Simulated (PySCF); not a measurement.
**SMILES Oc1cccs1, C$_{4}$H$_{4}$OS**

Molfile (atoms numbered from 1):
```
C4H4OS
     RDKit          3D

 10 10  0  0  0  0  0  0  0  0999 V2000
    2.4172    0.0562   -0.3535 O   0  0  0  0  0  0  0  0  0  0  0  0
    1.0968    0.1202   -0.1183 C   0  0  0  0  0  0  0  0  0  0  0  0
    0.2055   -0.9050   -0.2896 C   0  0  0  0  0  0  0  0  0  0  0  0
   -1.1239   -0.5175    0.0483 C   0  0  0  0  0  0  0  0  0  0  0  0
   -1.2266    0.7790    0.4661 C   0  0  0  0  0  0  0  0  0  0  0  0
    0.3144    1.5632    0.4570 S   0  0  0  0  0  0  0  0  0  0  0  0
    2.8365    0.9009   -0.1606 H   0  0  0  0  0  0  0  0  0  0  0  0
    0.5069   -1.8904   -0.6433 H   0  0  0  0  0  0  0  0  0  0  0  0
   -1.9830   -1.1869   -0.0179 H   0  0  0  0  0  0  0  0  0  0  0  0
   -2.1111    1.3294    0.7810 H   0  0  0  0  0  0  0  0  0  0  0  0
  1  2  1  0
  2  3  2  0
  3  4  1  0
  4  5  2  0
  5  6  1  0
  6  2  1  0
  1  7  1  0
  3  8  1  0
  4  9  1  0
  5 10  1  0
M  END
```

The calculation used PySCF 2.14.0, quadratic response CAM-B3LYP/def2-SVPD first hyperpolarisability, Taylor convention, gas phase. Geometry: PBE0-D3(BJ)/def2-SVP.

Q: Give the tensor of the static β(0;0,0) in the axes of these coordinates.

A: In au, Taylor convention; rows are the first index (the induced dipole):
```
       xx     yy     zz     xy     xz     yz
x  +138.2   -2.5  +16.4  -46.7  -32.3   -3.4
y   -46.7  -48.1  -28.7   -2.5   -3.4   +7.8
z   -32.3   +7.8  -38.4   -3.4  +16.4  -28.7
```
Norm of βᵢ = ⅓ Σⱼ (βᵢⱼⱼ + βⱼᵢⱼ + βⱼⱼᵢ): 205.7 au, hyper-Rayleigh value 81.6 au.
